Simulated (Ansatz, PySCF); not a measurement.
Bond stretch in Li2, singlet.

Methods: RHF/LANL2DZ = PySCF with restricted Hartree-Fock/LANL2DZ; UKS-LDA (SVWN5)/6-31G* = unrestricted LDA (SVWN5)/6-31G*, spherical d run with PySCF; UHF/LANL2DZ = unrestricted Hartree-Fock/LANL2DZ run with PySCF; FCI = full CI/aug-cc-pVTZ, frozen core in Ansatz (a first-principles code).

Energies relative to the lowest point of each curve near equilibrium, in kJ/mol; the last columns give the difference from FCI:

```
R / Å  RHF/LANL2DZ  UKS-LDA (SVWN5)/6-31G*  UHF/LANL2DZ   FCI  RHF/LANL2DZ − FCI  UKS-LDA (SVWN5)/6-31G* − FCI  UHF/LANL2DZ − FCI
-----  -----------  ----------------------  -----------  ----  -----------------  ----------------------------  -----------------
2.08          61.8                    48.4         55.3  44.4               17.4                           4.0               10.9
2.18          43.1                    32.8         39.2  29.1               14.0                           3.7               10.1
2.34          21.6                    15.5         20.9  12.4                9.2                           3.0                8.4
2.45          11.8                     7.8         16.0   5.5                6.2                           2.3               10.5
2.59           4.0                     2.1          7.6   1.0                3.0                           1.1                6.6
2.69           1.0                     0.3          3.8   0.0                1.0                           0.3                3.8
2.74           0.2                     0.0          2.5   0.1                0.1                          -0.1                2.4
2.87           0.0                     0.8          0.5   1.9               -1.9                          -1.1               -1.4
2.93           0.6                     1.8          0.1   3.3               -2.7                          -1.5               -3.2
2.98           1.5                     2.9          0.0   4.7               -3.2                          -1.8               -4.7
3.12           5.2                     7.0          0.4   9.7               -4.5                          -2.7               -9.3
3.43          18.0                    19.7          3.5  23.8               -5.7                          -4.1              -20.2
3.69          31.8                    32.2          6.8  36.8               -5.0                          -4.6              -30.0
4.12          56.6                    52.0         11.4  56.9               -0.3                          -4.9              -45.5
4.57          82.4                    68.0         14.5  73.3                9.0                          -5.4              -58.9
4.92         101.1                    76.9         15.9  82.4               18.8                          -5.5              -66.5
5.42         125.3                    85.3         17.0  90.5               34.7                          -5.3              -73.6
6.00         149.2                       —         17.5  95.4               53.9                             —              -77.8
6.73         173.6                       —         17.8  97.9               75.7                             —              -80.2
7.46         192.7                       —         17.8  98.9               93.8                             —              -81.1
8.30         209.5                       —         17.9  99.3              110.2                             —              -81.5
```

RHF/LANL2DZ is furthest from FCI at 8.30 (110.2 kJ/mol, above); its mean absolute difference over the points is 22.4 kJ/mol.

UKS-LDA (SVWN5)/6-31G* is furthest from FCI at 4.92 (-5.5 kJ/mol, below); its mean absolute difference over the points is 3.0 kJ/mol.

UHF/LANL2DZ is furthest from FCI at 8.30 (-81.5 kJ/mol, below); its mean absolute difference over the points is 32.7 kJ/mol.

Dashes: no converged value, or the column stops at the first point that the program doubted or that broke a chosen test of continuity, which isn't proof of a fault.

The restricted form behind RHF/LANL2DZ keeps the bonding electrons paired and can't separate into open-shell fragments. The unrestricted solution behind UKS-LDA (SVWN5)/6-31G* changes between 5.42 and 6.00 Å, which can leave a kink. The unrestricted determinant behind UKS-LDA (SVWN5)/6-31G* is spin-contaminated at 4.12 to 5.42 Å (<S²> up to 0.8, against 0.00 for a pure singlet). The unrestricted determinant behind UHF/LANL2DZ is spin-contaminated at 2.08 to 8.30 Å (<S²> up to 1.0, against 0.00 for a pure singlet).
